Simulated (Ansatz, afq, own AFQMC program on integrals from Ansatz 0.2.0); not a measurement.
AFQMC on a folder of integrals that Ansatz 0.2.0 wrote.

```yaml
crystal:
  periodic: [false, false, false]
  atoms:
    - {symbol: B, position_ang: [0.000000, 0.000000, 0.115089]}
    - {symbol: B, position_ang: [0.000000, 0.000000, -1.407623]}
    - {symbol: H, position_ang: [0.000000, 0.000000, 1.292533]}
basis:
  gaussian: {orbitals: 6-31G}
magnetization: {spin_polarized: false, initial_magnetization: 1}
correlation: {method: ccsd_t, electrons: outside_noble_gas, hamiltonian_folder: ham}
```

```sh
$ ansatz run in.yaml --threads 1 --pin off --events-out ev --progress --plain --max-ram 16896MiB --backend cuda --devices 0, --max-vram 18GiB
```

afq runs on the folder ham with

```
--method free --trial cisd --walkers 4000 --time-step 0.03 --max-blocks 4000 --target-error 0.00032 --factor-cut 1e-05 --seed 5984 --times 0,0.3,0.6,1.2,1.8,2.4,3.6,4.8,6 --taylor-order 8
```

Times are imaginary, in 1/Eh. The walk had a cap of 61 s.

```
orbitals 18  electrons 4 3  factors 110 of 284
reference energy -49.70639474 Eh
CCSD correlation -0.10549563 Eh in 16 cycles, weight of the determinant in the CISD state 0.8803
repeat  energy at the last time / Eh  error
    10  -49.816417  0.000111
    20  -49.816343  0.000074
    30  -49.816301  0.000063
time / (1/Eh)  energy / Eh  error  mean overlap
  0.00  -49.811905  0.000013  1.1359
  0.30  -49.813688  0.000016  1.1358
  0.60  -49.814635  0.000020  1.1359
  1.20  -49.815446  0.000022  1.1406
  1.80  -49.815880  0.000030  1.1417
  2.40  -49.816051  0.000028  1.1430
  3.60  -49.816132  0.000040  1.1487
  4.80  -49.816222  0.000040  1.1581
  6.00  -49.816290  0.000062  1.1652
energy -49.816290 +/- 0.000062 Eh
```

**Question.** Estimate how long the walk took on 1 × NVIDIA H100 80GB HBM3 with 2 threads of AMD EPYC 7R13 Processor (Zen 3) (shared host) (the card was shared).

**Answer.** 12 s of wall time.

The run passed its tests (error under three times the target), which doesn't prove that it has relaxed.

Against this walk (error 1.7 meV) on the same determinant: CCSD(T) 33.1 meV higher, CCSDT(Q) 103.6 meV lower, CCSDTQ 100.3 meV lower, full CI (a separate run on its own orbitals, whose frozen core shifts it by up to a few meV) 101.8 meV lower. The error is statistical, and a free projection of finite length keeps a remainder of its start. The projection is still falling at its last time (meV from the last point: 11.1 ± 0.8 at 1.80, 6.5 ± 0.8 at 2.40, 4.3 ± 1.1 at 3.60, 1.8 ± 1.1 at 4.80, 0.0 ± 1.7 at 6.00), so its energy is a cut-off value, and the gaps above aren't errors of the other methods. Full CI is exact here, so the walk's 102 meV above it is the walk's own error: what remains of the start. The determinant is a poor start (see the cautions), so the low cluster orders aren't to be relied on, and full CI is the sure value.

Cautions: remainder of the start not in the error; a spin-contaminated unrestricted determinant lies lower (UHF 999 meV lower, ⟨S²⟩ 1.75); the CCSDT(Q) amplitudes may be one of several solutions (largest double 0.83); the CCSDTQ amplitudes may be one of several solutions (largest double 0.98); the determinant fills πx and πy unequally, so it mixes two states of the linear molecule, and each level undoes that mixture to a different degree, while full CI gives the lower state; full CI with its own frozen core; a state of higher spin lies lower (by 1.24 eV).

CCSDT and higher add their correlation energy to the determinant of the CCSD(T) run, since their own runs factorise the integrals more tightly (a shift of under 2 meV).
